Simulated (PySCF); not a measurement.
NMR parameters from quadrupole coupling constants

Methacrylamide, C4H7NO.
Structure used (GFN2-xTB), in Å, numbered top down from 1:
```xyz
13
C4H7NO angstrom
C     -0.3891    1.1953   -0.8664
C     -0.3666    0.1291   -0.0776
C     -1.5396   -0.7725    0.1347
C      0.8339   -0.2250    0.7457
N      2.0280   -0.0256    0.1363
O      0.7512   -0.6597    1.8747
H     -1.2763    1.4656   -1.4154
H      0.4521    1.8595   -0.9745
H     -1.3394   -1.7507   -0.3030
H     -2.4416   -0.3612   -0.3096
H     -1.6844   -0.9160    1.2039
H      2.8709   -0.2360    0.6445
H      2.0964    0.2977   -0.8110
```

Computed at PBE0/pcSseg-1 (PySCF, non-relativistic):

```csv
atom,environment,nucleus,spin I,Q (b),CQ = χzz (MHz),η
N5,amide nitrogen,14N,1,0.02044,-4.610,0.032
O6,amide oxygen,17O,5/2,-0.0256,9.764,0.011
```

Q: PQ = |CQ|√(1 + η²/3), νQ = 3|CQ|/[2I(2I − 1)], ν0 = |g|·7.62259 MHz/T·B with g(14N) = 0.40376, g(17O) = −0.75752: values at 16.45 T?

A: 
```
atom  PQ (MHz)  νQ (MHz)  ν0 (MHz)  νQ/ν0
  N5     4.610     6.914     50.63  0.137
  O6     9.764     1.465     94.99  0.015
```

For N5: PQ = 4.610 × 1.0002, νQ = 4.610 × 1.5000, ν0 = 3.0777 MHz/T × 16.45 T.

Q: For half-integer spins with νQ below a tenth of ν0, find the second-order shift of the centre of gravity of the central transition at 16.45 and 18.8 T.

A: δ = −(3/40)(PQ/ν0)² [I(I + 1) − 3/4]/[I²(2I − 1)²], in ppm:

```csv
site,16.45 T,18.8 T
17O at O6,-63.4,-48.5
```

Q: A static spin 1 shows, to first order, a doublet split by νQ with the field along z of the gradient, and by (3/4)|CQ|(1 + η) and (3/4)|CQ|(1 − η) along y and x. Give the last two for 14N.

A: N5: 3.567 and 3.347 MHz.

The couplings are those of the rigid, isolated species; surroundings and motion change them. GFN2-xTB bond lengths can be off by several hundredths of an ångström, more for odd bonds, and the gradients follow them. With a basis this small, the couplings can be 20 % off.

One conformer stands for the species.
